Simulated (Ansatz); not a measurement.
Species: C2H6N, charge 0, doublet. C2H6N (SMILES C[N]C, doublet).
B3LYP-D3(BJ)/def2-TZVP minimum from Ansatz (a program for electronic structure):
```xyz
9

C     -0.0072    -0.1765     1.1888
N      0.0467     0.6303     0.0038
C     -0.0178    -0.1612    -1.1908
H      0.8224    -0.8999     1.2161
H      0.0434     0.4479     2.0804
H     -0.9339    -0.7700     1.2248
H      0.8114    -0.8842    -1.2349
H      0.0249     0.4745    -2.0748
H     -0.9449    -0.7542    -1.2262
```
Charge 0, spin multiplicity 2.

Total energies in cc-pVDZ, 19 correlated electrons, 3 frozen orbitals. Open shells are spin-unrestricted; no spin-orbit coupling. Correlated methods leave the cores frozen. No relativity.

| method | program | energy (Eh) | minus CCSDT(Q) (mEh) |
|---|---|---|---|
| HF | Ansatz | -133.63806 | 487.70 |
| MP2 | Ansatz | -134.06344 | 62.32 |
| CCSD | Ansatz | -134.11151 | 14.25 |
| CCSD(T) | Ansatz | -134.12407 | 1.69 |
| CCSDT(Q) | Ansatz | -134.12576 | 0.00 |

Rough core times of Ansatz's runs on a shared machine: CCSD(T) under 20 s, CCSDT(Q) 6 min.
